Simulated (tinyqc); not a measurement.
Worked calculation: Pariser-Parr-Pople SCF with singles CI, for the molecule c1cc[nH]c1 (SMILES; centres numbered as the heavy atoms are written). One step of it, computed by the program tinyqc.

Problem. Singles CI, singlets. Over the 6 single excitations with the smallest orbital gaps: A = (e_a - e_i) delta + 2 (ia|jb) - (ij|ab), with (pq|rs) = sum c_mp c_mq gamma_mn c_nr c_ns. f = 2/3 w |mu|^2 in atomic units, mu = sqrt2 sum c_ia sum_m c_mi c_ma R_m.

orbital energies (eV): [-14.817356, -10.567835, -9.664554, 0.277291, 1.768847]

coefficients, order 1C, 2C, 3C, 4N, 5C:
```
[[0.290556, 0.581830, 0.349073, -0.277558, -0.614948],
 [0.290575, 0.581961, -0.348815, -0.277309, 0.615073],
 [0.428562, 0.053103, -0.614998, 0.559863, -0.349063],
 [0.681023, -0.563193, -0.000136, -0.467997, 0.000067],
 [0.428585, 0.052807, 0.615023, 0.559994, 0.348826]]
```

repulsion gamma_rs (eV), order 1C, 2C, 3C, 4N, 5C:
```
[[11.130000, 5.344818, 4.046371, 4.368809, 5.344818],
 [5.344818, 11.130000, 5.346212, 4.368302, 4.045107],
 [4.046371, 5.346212, 11.130000, 5.923040, 4.045936],
 [4.368809, 4.368302, 5.923040, 16.800000, 5.923867],
 [5.344818, 4.045107, 4.045936, 5.923867, 11.130000]]
```

Centres (angstrom, eV; a flat drawing with bonds scaled to 1.40 angstrom):
```
centre          x          y  core charge z          W   gamma_rr
1C       1.191000   0.000000              1  11.160000  11.130000
2C       0.368000   1.133000              1  11.160000  11.130000
3C      -0.963000   0.700000              1  11.160000  11.130000
4N      -0.963000  -0.700000              2  25.600000  16.800000
5C       0.368000  -1.133000              1  11.160000  11.130000
```

Give: singlet CI matrix; singlet excitation energies; oscillator strengths.

Solution.

singlet CI matrix (eV), order 3>4, 2>4, 3>5, 2>5, 1>4, 1>5:
```
[[6.7860, 0.0004, 0.0005, -0.2766, 0.0001, 0.3662],
 [0.0004, 7.3767, 0.8721, -0.0001, -0.2374, 0.0003],
 [0.0005, 0.8721, 7.9231, -0.0001, 0.1582, 0.0004],
 [-0.2766, -0.0001, -0.0001, 8.7109, 0.0003, 0.3446],
 [0.0001, -0.2374, 0.1582, 0.0003, 11.1480, -0.0001],
 [0.3662, 0.0003, 0.0004, 0.3446, -0.0001, 12.2503]]
```

singlet excitation energies (eV): [6.7163, 6.7176, 8.5637, 8.7266, 11.1664, 12.3043]

oscillator strengths: [0.3681, 0.0387, 1.0651, 0.4780, 0.0078, 0.0159]
